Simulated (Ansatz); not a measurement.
# Si2H4O: a ladder of functionals and wavefunction methods

The task here is to estimate one member of a computed series from the others.

Computed with Ansatz 0.2.0, Gaussian basis. Level: functionals in def2-TZVPP, the program's frozen cores in correlated methods.

Plan: LDA (SPW92), PBE-D4, revPBE-D4, BLYP-D4, r2SCAN-D4, B97M-V, PBE0-D4, B3LYP-D4, r2SCANh-D4, r2SCAN0-D4, HSE06-D4, BHLYP-D4, CAM-B3LYP-D4, LC-ωPBE, ωB97X-V, ωB97M-V, B2PLYP, PBE-QIDH; CCSD(T)/def2-SVP; CCSD(T)/def2-TZVPP; MP2/def2-QZVPP; extrapolation to the limit; RPA on PBE.

### The geometry

An earlier PBE0-D4 in a triple-zeta def2 set relaxation fixed the geometry.

7 atoms, charge 0, spin multiplicity 1.

Atoms are counted from 1 here; the program's logs count them from 0.

Bond lengths: O1–Si2 1.645 Å, O1–Si3 1.652 Å, Si2–H5 1.549 Å, Si3–H4 1.486 Å, Si3–H6 1.483 Å, Si3–H7 1.483 Å. Angles: Si2–O1–Si3 142.2°, O1–Si2–H5 97.6°, O1–Si3–H4 109.8°, O1–Si3–H6 108.5°, O1–Si3–H7 108.5°, H4–Si3–H6 110.1°, H4–Si3–H7 110.1°, H6–Si3–H7 109.7°.

The first run:

Contents of in.yaml:

```yaml
crystal:
  periodic: [false, false, false]
  atoms:
    - {symbol: O, position_ang: [-0.878991, -0.031078, 0.472831]}
    - {symbol: Si, position_ang: [-2.183016, 0.102050, -0.521867]}
    - {symbol: Si, position_ang: [0.772163, -0.075863, 0.462228]}
    - {symbol: H, position_ang: [1.269954, 0.036045, -0.933225]}
    - {symbol: H, position_ang: [-1.410879, 0.206120, -1.861207]}
    - {symbol: H, position_ang: [1.279510, 1.054919, 1.276713]}
    - {symbol: H, position_ang: [1.212460, -1.360194, 1.058927]}
basis:
  gaussian: {orbitals: def2-TZVPP}
hamiltonian: {xc: lda}
output: {orbitals: {seedname: orbitals}}
```

Started as:

```
ansatz run in.yaml --threads 2 --pin off --events-out ev --progress --plain --max-ram 4352MiB
```

Steps of the session up to this table: LDA; PBE-D4 (GGA); revPBE-D4 (GGA); BLYP-D4 (GGA); r2SCAN-D4 (meta-GGA); B97M-V (meta-GGA); PBE0-D4 (hybrid); B3LYP-D4 (hybrid); r2SCANh-D4 (hybrid); r2SCAN0-D4 (hybrid); HSE06-D4 (hybrid); BHLYP-D4 (hybrid); CAM-B3LYP-D4 (range-separated); LC-ωPBE (range-separated); ωB97X-V (range-separated); ωB97M-V (range-separated); B2PLYP (double hybrid); PBE-QIDH (double hybrid).

One of the session's tables, all rows but one given; the rest of the session is left out.

It belongs to the step «Orbital energies across the functionals». 

| functional | HOMO (eV) | LUMO (eV) | gap (eV) |
| --- | --- | --- | --- |
| LDA (SPW92) | -5.53 | -3.27 | 2.26 |
| PBE-D4 | -5.47 | -3.09 | 2.38 |
| revPBE-D4 | -5.45 | -3.03 | 2.42 |
| BLYP-D4 | -5.37 | -2.94 | 2.43 |
| r2SCAN-D4 | -5.68 | -2.96 | 2.72 |
| B97M-V | -5.81 | -2.98 | 2.83 |
| PBE0-D4 | -6.56 | -2.23 | 4.33 |
| B3LYP-D4 | -6.39 | -2.42 | 3.98 |
| r2SCANh-D4 | -6.08 | -2.63 | 3.45 |
| r2SCAN0-D4 | -6.69 | -2.15 | 4.54 |
| HSE06-D4 | ? | ? | ? |
| BHLYP-D4 | -7.55 | -1.28 | 6.28 |
| CAM-B3LYP-D4 | -7.86 | -1.11 | 6.75 |
| LC-ωPBE | -9.15 | 0.00 | 9.15 |
| ωB97X-V | -8.84 | -0.09 | 8.75 |
| ωB97M-V | -8.67 | -0.23 | 8.44 |

**Question.** Estimate the row for HSE06-D4.

As computed: HOMO (eV): -6.16; LUMO (eV): -2.61; gap (eV): 3.55. In the column «HOMO (eV)» it lies between B3LYP-D4 (-6.39) and r2SCANh-D4 (-6.08).
